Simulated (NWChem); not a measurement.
# LiH; SMILES [LiH]

```xyz
2

Li     0.0000     0.0000     0.4586
H      0.0000     0.0000    -1.1457
```
Atoms are numbered in this order, from 1.

Computed with NWChem. Structure relaxed at the PBE-D3(BJ)/def2-SVP level. Ions are spin-unrestricted doublets at the neutral geometry; other ion states weren't tried.

Q: Predict the results for PBE0/def2-TZVP. Quantities: vertical ionisation energy, ΔSCF (eV); −ε(HOMO) (eV).

A: 
```yaml
vertical ionisation energy, ΔSCF (eV): 7.99
"−ε(HOMO) (eV)": 5.47
```
